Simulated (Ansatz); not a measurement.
**AlH4S+: one structure at several levels**

Aim: energy, forces and dipole at a structure displaced at random from a GFN2-xTB minimum, from CCSD(T) and from density functionals.

The runs use Ansatz 0.2.0, Gaussian basis; single points in def2-TZVPP.

Cores are frozen in the correlated methods.

### 1 The system as given

SMILES `[AlH2][SH2+]`, 6 atoms, charge 1, spin multiplicity 1.

Atoms are counted from 1 here; the program's logs count them from 0.

Bond lengths: Al1–S2 2.468 Å, Al1–H3 1.558 Å, Al1–H4 1.589 Å, S2–H5 1.264 Å, S2–H6 1.438 Å. Angles: S2–Al1–H3 119.6°, S2–Al1–H4 106.1°, H3–Al1–H4 134.3°, Al1–S2–H5 92.3°, Al1–S2–H6 94.5°, H5–S2–H6 88.8°.

Geometry (Å):

```
Al   -0.10570   -1.10160    0.09620
S    -0.58500    1.30160   -0.19500
H    -1.27190   -2.13210    0.02390
H     1.46470   -1.21560    0.31040
H     0.41460    1.46070   -0.95250
H     0.22930    1.71550    0.91540
```

### 2 CCSD(T)/def2-TZVPP

The input, run/in.yaml:

```yaml
crystal:
  periodic: [false, false, false]
  atoms:
    - {symbol: Al, position_ang: [-0.105700, -1.101600, 0.096200]}
    - {symbol: S, position_ang: [-0.585000, 1.301600, -0.195000]}
    - {symbol: H, position_ang: [-1.271900, -2.132100, 0.023900]}
    - {symbol: H, position_ang: [1.464700, -1.215600, 0.310400]}
    - {symbol: H, position_ang: [0.414600, 1.460700, -0.952500]}
    - {symbol: H, position_ang: [0.229300, 1.715500, 0.915400]}
basis:
  gaussian: {orbitals: def2-TZVPP}
total_charge: 1
correlation: {method: ccsd_t}
output: {forces: true}
```

The command line of these runs was not kept.

### 3 PBE0-D4/def2-TZVPP

run/in.yaml, as its differences from that of step 2:

```diff
@@ -12,3 +12,3 @@
 total_charge: 1
-correlation: {method: ccsd_t}
-output: {forces: true}
+hamiltonian: {xc: pbe0, dispersion: d4}
+output: {forces: true, orbitals: {seedname: orbitals}}
```

### 4 wB97M-V/def2-TZVPP

run/in.yaml, as its differences from that of step 3:

```diff
@@ -12,3 +12,3 @@
 total_charge: 1
-hamiltonian: {xc: pbe0, dispersion: d4}
-output: {forces: true, orbitals: {seedname: orbitals}}
+hamiltonian: {xc: {name: wB97M-V}}
+output: {forces: true}
```

### 5 r2SCAN-D4/def2-TZVPP

run/in.yaml, as its differences from that of step 4:

```diff
@@ -12,3 +12,3 @@
 total_charge: 1
-hamiltonian: {xc: {name: wB97M-V}}
+hamiltonian: {xc: r2scan, dispersion: d4}
 output: {forces: true}
```

### 6 PBE-D4/def2-TZVPP

run/in.yaml, as its differences from that of step 5:

```diff
@@ -12,3 +12,3 @@
 total_charge: 1
-hamiltonian: {xc: r2scan, dispersion: d4}
+hamiltonian: {xc: pbe, dispersion: d4}
 output: {forces: true}
```

### 7 r2SCAN0-D4/def2-TZVPP

run/in.yaml, as its differences from that of step 6:

```diff
@@ -12,3 +12,3 @@
 total_charge: 1
-hamiltonian: {xc: pbe, dispersion: d4}
+hamiltonian: {xc: {name: r2SCAN0}, dispersion: d4}
 output: {forces: true}
```

### 8 BHLYP-D4/def2-TZVPP

run/in.yaml, as its differences from that of step 7:

```diff
@@ -12,3 +12,3 @@
 total_charge: 1
-hamiltonian: {xc: {name: r2SCAN0}, dispersion: d4}
+hamiltonian: {xc: {name: BHLYP}, dispersion: d4}
 output: {forces: true}
```

(Steps that only read results are left out.)

Q: Predict the outcome of this session. Wanted: energy less free atoms, CCSD(T)/def2-TZVPP; RMS force component; RMS force error; HOMO and LUMO, PBE0-D4; T1 diagnostic.

The runs gave:

```
                                  quantity                                                                                               value
energy less free atoms, CCSD(T)/def2-TZVPP                                                                                       -714.5 kJ/mol
                       RMS force component                                                                1.090 to 1.132 eV/Å over the methods
                           RMS force error  PBE0-D4 0.058, wB97M-V 0.049, r2SCAN-D4 0.066, PBE-D4 0.200, r2SCAN0-D4 0.044, BHLYP-D4 0.134 eV/Å
                    HOMO and LUMO, PBE0-D4                                                                                 -14.09 and -7.27 eV
                             T1 diagnostic                                                                                               0.010
```

**Reading.** Against CCSD(T) the functionals' energies less atoms differ by -42.3 to -0.9 kJ/mol, PBE-D4 by -10.7 kJ/mol. The reference is not at the basis limit: in triple zeta CCSD(T) underbinds, which counts against methods that bind more; the gaps are no ranking. For forces r2SCAN0-D4 does best and PBE-D4 worst. Frozen-core CCSD(T) forces in triple zeta carry basis errors of their own, and this is one geometry, so small gaps rank nothing.
